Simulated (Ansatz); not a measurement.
InSb (zinc blende): values from a third-order Birch-Murnaghan fit to a volume scan beside measured ones. Computed values: PBE (plane waves to 420 eV, PAW, scalar-relativistic; Ansatz, a quantum-chemistry and plane-wave program). At this level the bands of InSb touch or barely overlap; measurements give the solid a gap. InSb was relaxed with its symmetry unable to fall. Spin-orbit coupling is left out, though Sb is heavy.

```tsv
quantity	reference	kind
Lattice constant a (Å)	6.468	measured, corrected to the static lattice
Bulk modulus B₀ (GPa)	46.1	measured, corrected to the static lattice
```

References as given in: Daniel Mejia-Rodriguez, S. B. Trickey, Physical Review B (2018), arXiv:1807.09216.

Question: What does PBE give, and how far is that from the reference?

Answer: 
```json
[
 {"quantity": "Lattice constant a (Å)", "PBE": "6.635", "difference": "+2.6 %"},
 {"quantity": "Bulk modulus B₀ (GPa)", "PBE": "36.7", "difference": "-20.3 %"}
]
```

PBE overestimates the lattice constant a by 2.6 %. PBE underestimates the bulk modulus B₀ by 20.3 %.

(Under strain, the slope of the energy per volume gives the stress and its curvature an elastic modulus.)
